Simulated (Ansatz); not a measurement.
## [AlH3]− (SMILES [AlH3-]): the energy, rung by rung

[AlH3]− has 4 atoms, charge -1, and is taken as a doublet. As SMILES, `[AlH3-]`. The shape comes from GFN2-xTB, which is rough for such elements, and wasn't checked as a minimum.

| atom | x (Å) | y (Å) | z (Å) |
| --- | --- | --- | --- |
| Al | -0.1611 | 0.4553 | -0.3073 |
| H | 0.4719 | 0.7541 | 1.2244 |
| H | -1.3501 | -0.6839 | 0.0505 |
| H | 1.0393 | -0.5256 | -0.9677 |

Each level gives the energy change with the Al1–H2 bond stretched from 1.684 to 2.526 Å (eV). The values are calculated.

| level | kind | program | value (eV) | less FCI/3-21G | CPU time (all runs) |
| --- | --- | --- | --- | --- | --- |
| UHF/3-21G | Hartree–Fock | Ansatz | 1.42 | +0.25 | 0.22 s |
| U-r2SCAN0/3-21G | hybrid meta-GGA | Ansatz | 1.38 | +0.21 | 6.1 s |
| UBHLYP/3-21G | global hybrid | Ansatz | 1.40 | +0.23 | 2.5 s |
| U-wB97X/3-21G | range-separated hybrid | Ansatz | 1.37 | +0.20 | 12 s |
| UCAM-B3LYP/3-21G | range-separated hybrid | Ansatz | 1.38 | +0.21 | 2.9 s |
| UMP2/3-21G | perturbation theory | Ansatz | 1.36 | +0.19 | 0.21 s |
| UCCSDT/3-21G | coupled cluster or CI | Ansatz | 1.17 | 0.00 | 0.96 s |
| UCCSDTQ/3-21G | coupled cluster or CI | Ansatz | 1.17 | 0.00 | 14 s |
| FCI/3-21G | exact in the basis | Ansatz | 1.17 | 0.00 | 3.3 s |

FCI/3-21G is exact within its basis and frozen core, so for wave-function methods in that basis the difference is their error; functionals converge differently with the basis, so for them it is only a difference. Sets without diffuse functions describe the anion poorly. The first shape isn't each level's own minimum. The values span 1.17 to 1.42 eV. All rows use very small basis sets, so even the best lies far from the true value. Times are those of the runs behind each value, whatever else they computed, on shared processors of several kinds: orders of magnitude only.
